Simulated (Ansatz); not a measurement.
We consider PbO (Pbcm, No. 57), described by r²SCAN (PAW; Ansatz, an electronic-structure program).

Run with plane-wave cutoff 560 eV, 8×6×6 k mesh (along the axes of the cell as run), Fermi–Dirac smearing 0.01 eV, scalar-relativistic PAW data made under PBE.

Cell (measured lattice):

```
CELL_PARAMETERS angstrom
      4.77500     0.00000     0.00000
      0.00000     5.48900     0.00000
      0.00000     0.00000     5.89100
ATOMIC_POSITIONS crystal
  Pb 0.25000 0.97920 0.23090
  Pb 0.75000 0.02080 0.76910
  Pb 0.75000 0.52080 0.23090
  Pb 0.25000 0.47920 0.76910
  O  0.25000 0.08860 0.86910
  O  0.75000 0.91140 0.13090
  O  0.75000 0.41140 0.86910
  O  0.25000 0.58860 0.13090
```

Task: What does this level give for the band gap, smallest direct gap on the k points sampled and Γ–Γ gap?

Result: 
- band gap = 2.43 eV
- smallest direct gap on the k points sampled = 2.86 eV
- Γ–Γ gap = 3.49 eV

Note: cell and atoms aren't relaxed at this level (largest force component 0.34 eV/Å, pressure 1.9 GPa).

Spin–orbit coupling is not included; with these elements it can move the gap by several tenths of an eV or more.
